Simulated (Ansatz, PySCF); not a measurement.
**How the smallest direct gap on the k points sampled of rock-salt MgS moves with the method**

No measured value is used here.

```
level (code)                value (eV)  cell (Å³/atom)
-------------------------  -----------  --------------
LDA (Ansatz)                      3.48           17.61
PBE (Ansatz)                      3.72           17.61
PBE-D3(BJ) (Ansatz)               3.95           17.12
r²SCAN (Ansatz)                   4.64           17.61
r²SCAN+rVV10 (Ansatz)             4.67           17.47
PBE0 (Ansatz)                     5.52           17.61
Hartree–Fock (Ansatz)            11.74           17.61
G0W0@Hartree–Fock (PySCF)  7.21 ± 0.09           17.61
G0W0@PBE0 (PySCF)          5.90 ± 0.05           17.61
```

At these levels the smallest gap is indirect and lower: LDA 2.56, PBE 2.79, PBE-D3(BJ) 2.85, r²SCAN 3.46, r²SCAN+rVV10 3.45, PBE0 4.53, Hartree–Fock 10.33, G0W0@Hartree–Fock 6.27, G0W0@PBE0 5.06 eV. Computed values are for a static lattice.  A ± on a computed value is a rough bar: the spread of its extrapolation, a floor set from checks against published values, or a statistical error. Values are at the measured cell; PBE-D3(BJ) at the level's own relaxed cell; r²SCAN+rVV10 at the level's own equilibrium cell. Cutoffs and k meshes differ between the levels. Ansatz's density-functional and Hartree–Fock values are scalar-relativistic unless marked +SOC, with PAW data made under PBE.

Ansatz is an electronic-structure program.
